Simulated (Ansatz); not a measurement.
Mulliken charges of `FC(Cl)Cl` from r2SCAN/def2-TZVPP in Ansatz (PBE0-D4/def2-TZVP geometry).

```tsv
atom	x (Å)	y (Å)	z (Å)	charge (e)
F1	-0.591	0.133	1.230	-0.153
C2	0.006	0.099	0.031	0.220
Cl3	1.460	-0.887	0.127	-0.084
Cl4	-1.120	-0.525	-1.167	-0.084
H5	0.295	1.106	-0.262	0.101
```

By hand: the dipole of these point charges (1 e Å = 4.8032 D).

Σ q r = (0.093, 0.232, -0.120) e Å, of length 0.277 e Å = 1.33 D.

How does the dipole of the full density compare? (Estimate.)

Computed: (0.076, 0.229, -0.088) e Å, 1.23 D; the point charges give 1.08 times that, at 6° from its direction.

Point charges leave out the atoms' own dipoles, such as those of lone pairs, and Mulliken's split depends on the basis, so the close match here is no proof of good charges.
